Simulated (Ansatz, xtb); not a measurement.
## Loss of CH4: C3H9N → C2H5N + CH4

Species: C3H9N (ethylmethylamine) `CCNC`, singlet; C2H5N (ethanimine) `[H]/N=C\C`, singlet; CH4 (methane) `C`, singlet. 

Shapes, held fixed at every level: PBE0-D4/def2-TZVP. Flexible molecules stand in one conformer, not always the lowest. Programs: Ansatz 0.2.0, xtb 6.7.1. The zero-point and thermal change to 298 K, harmonic and unscaled (PBE0-D4/def2-TZVP), is -14.4 kJ/mol.

```json
{"level": "GFN0-xTB", "kind": "semi-empirical", "ΔH(298 K) (kJ/mol)": "+52.7", "less CCSD(T)/CBS estimate": "+35.7"}
{"level": "HF/def2-SVP", "kind": "Hartree–Fock", "ΔH(298 K) (kJ/mol)": "+13.4", "less CCSD(T)/CBS estimate": "-3.6"}
{"level": "SPW92/def2-TZVPP", "kind": "LDA", "ΔH(298 K) (kJ/mol)": "+59.5", "less CCSD(T)/CBS estimate": "+42.5"}
{"level": "PBE-D4/def2-TZVPP", "kind": "GGA", "ΔH(298 K) (kJ/mol)": "+18.0", "less CCSD(T)/CBS estimate": "+1.0"}
{"level": "PBE0-D4/def2-TZVPP", "kind": "global hybrid", "ΔH(298 K) (kJ/mol)": "+30.4", "less CCSD(T)/CBS estimate": "+13.4"}
{"level": "wB97X-V/def2-TZVPP", "kind": "range-separated hybrid", "ΔH(298 K) (kJ/mol)": "+26.2", "less CCSD(T)/CBS estimate": "+9.2"}
{"level": "MP2/def2-SVP", "kind": "perturbation theory", "ΔH(298 K) (kJ/mol)": "+25.7", "less CCSD(T)/CBS estimate": "+8.7"}
{"level": "MP2/def2-TZVPP", "kind": "perturbation theory", "ΔH(298 K) (kJ/mol)": "+21.0", "less CCSD(T)/CBS estimate": "+4.0"}
{"level": "CCSD(T)/CBS estimate", "kind": "coupled cluster or CI", "ΔH(298 K) (kJ/mol)": "+17.0", "less CCSD(T)/CBS estimate": "0.0"}
```

The highest level, CCSD(T)/CBS estimate, gives ΔH(298 K) = +17.0 kJ/mol; the levels span +13.4 to +59.5. The column of differences is taken from that level and isn't an error. No measured value is set beside it here. The CBS estimate extrapolates MP2 from def2-TZVPP and def2-QZVPP and adds CCSD(T) − MP2 in the triple-zeta set, cores frozen.
